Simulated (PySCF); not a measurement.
**Argon: a sound run and one with changed settings**

Sound run: Ar [Ar], Ar⁺ [Ne] 3s2 3p5. Computed with PySCF 2.14 in cc-pVTZ-DK (5s4p2d1f, 34 functions), with the spin-free X2C one-electron Hamiltonian (Gaussian nucleus). In the sound run the correlated levels freeze [Ne]. The sound run starts from symmetry-adapted Hartree-Fock orbitals and uses a fine grid where one is needed.

Changed run: all electrons correlated in a basis built for the valence shell.

```csv
species,method,sound run (hartree),changed run (hartree),converged
Ar,MP2,-528.82753,-528.85943,yes
Ar,CCSD(T),-528.85147,-528.88182,yes
Ar⁺,MP2,-528.25189,-528.28370,yes
Ar⁺,CCSD(T),-528.28081,-528.31129,yes
```

Ionisation energy of Ar:

```tsv
method	sound run (eV)	changed run (eV)
UHF	14.556	14.556
MP2	15.664	15.667
SCS-MP2	15.561	15.563
CCSD	15.488	15.484
CCSD(T)	15.528	15.525
```

A valence basis has no tight correlating functions, so it recovers only part of the core correlation, and not evenly between atom and ion.

For comparison, NIST gives 15.760 eV between the lowest levels.
